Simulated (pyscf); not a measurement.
Elementary routes open to H₃C–SnH₃ + methyl (CH₃•) in the gas phase (doublet surface):
A. ethane (H₃C–CH₃) + SnH₃• (C–Sn broken; C–C formed)
B. H₃C–SnH₂• + methane (CH₄) (H–Sn broken; C–H formed)

Single points on ωB97X-D3(BJ)/def2-SVP structures (PySCF, gas phase).

### Question
Rank the routes by free-energy barrier at 298 K, lowest first, for ωB97M-D3(BJ)/def2-TZVP energies (ideal gas, 1 atm, RRHO with modes under 100 cm⁻¹ raised to 100, one conformer, R ln 2 for chiral ones without a mode under 150 cm⁻¹).

### Answer
B (48.3 kJ/mol), A (153.2 kJ/mol)

Route B is the fastest of these, ahead of the next by 104.9 kJ/mol. The most stable products are those of B (ΔG = -121.6 kJ/mol), so kinetics and thermodynamics agree. At 1200 K B is still the fastest. Only these routes are compared; each barrier is that of the saddle found, and lower ones may exist. Elements past Kr carry the def2 core potentials, without spin-orbit coupling.
